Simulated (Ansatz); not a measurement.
## Worked example: vertical energy of the triplet above the singlet of Li2H2 ((LiH)2 ring)

Li2H2: 4 atoms, total charge 0, spin state singlet. The shape comes from GFN2-xTB, which is rough for such elements, and wasn't checked as a minimum.

```xyz
4

Li    0.7484    0.4678   -0.6570
H    -0.7114    1.0576   -0.0594
Li   -0.7487   -0.4679    0.6565
H     0.7116   -1.0575    0.0599
```

Both states at this one shape; open shells run unrestricted unless said. 1 Eh = 27.2114 eV.

| level | program | singlet Li2H2 (Eh) | triplet Li2H2 (Eh) |
| --- | --- | --- | --- |
| SVWN5/STO-3G | Ansatz | -15.670868 | -15.517144 |
| PBE0/STO-3G | Ansatz | -15.935307 | -15.772311 |
| BCCD(T)/STO-3G, all electrons correlated | Ansatz | -15.835511 | -15.665059 |

Work out the vertical gap, second state less first, at each level.


1. SVWN5/STO-3G: -15.517144 − (-15.670868) = 0.153724 Eh = 4.18 eV.
2. PBE0/STO-3G: -15.772311 − (-15.935307) = 0.162996 Eh = 4.44 eV.
3. BCCD(T)/STO-3G: -15.665059 − (-15.835511) = 0.170452 Eh = 4.64 eV.

No measured value is set beside it here; the levels span 4.18 to 4.64 eV. Minimal sets are far from the basis-set limit.
